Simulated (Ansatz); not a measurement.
## SO3 (sulfur trioxide): from total energies to a heat of formation

The species is SO3 (4 atoms), meant as a singlet with charge 0. SMILES: `O=S(=O)=O`. Geometry: relaxed at PBE0-D4/def2-TZVP.

Total energies at RPA@PBE/6-311+G**, 8 core orbitals frozen (Ansatz 0.2.0); the atoms run unrestricted:

| species | state | energy (Eh) |
| --- | --- | --- |
| SO3 | singlet | -623.081314 |
| O | triplet | -75.015118 |
| S | triplet | -397.657084 |

Harmonic wavenumbers at PBE0-D4/def2-TZVP, in cm⁻¹: 509, 534, 534, 1110, 1445, 1445.

Measured heats of formation of the gaseous atoms at 298.15 K, in kJ/mol: O 249.2, S 277.0. Spin-orbit lowering of the atoms at 298 K (mean of the ground term's levels less their thermal mean, from spectra), in kJ/mol: O 0.40, S 1.88. Take 1 Eh = 2625.50 kJ/mol, 1 cm⁻¹ = 0.0119627 kJ/mol, RT = 2.479 kJ/mol.

**Question.** Work out the heat of formation of the gas at 298 K.

**Answer.** 
1. Electronic atomisation energy: 3 × (-75.015118) + (-397.657084) − (-623.081314) = 0.378876 Eh = 994.7 kJ/mol.
2. Zero-point energy: half the sum of the wavenumbers, 2788.5 cm⁻¹ = 33.4 kJ/mol.
3. Thermal vibrational enthalpy, Σ hcν̃/(exp(hcν̃/kT) − 1): 1.7 kJ/mol. Translation, rotation and pV of a non-linear molecule: 4 RT = 9.9 kJ/mol.
4. The 4 free atoms carry 5/2 RT each: 24.8 kJ/mol.
5. Spin-orbit coupling lowers the free atoms by 3 × 0.40 + 1.88 = 3.1 kJ/mol.
6. Atomisation enthalpy at 298 K: 994.7 − 3.1 − 33.4 − 1.7 − 9.9 + 24.8 = 971.4 kJ/mol.
7. Sum of the atoms' heats of formation: 1024.6 kJ/mol. Heat of formation: 1024.6 − 971.4 = +53.2 kJ/mol.

The tabulated value is -395.8 kJ/mol (NIST-JANAF tables), so this level is off by +449.0 kJ/mol, or 31.6 % of the atomisation enthalpy that the table implies (1420.4 kJ/mol). Anharmonicity and any spin-orbit splitting of the molecule are left out, and so is core correlation.
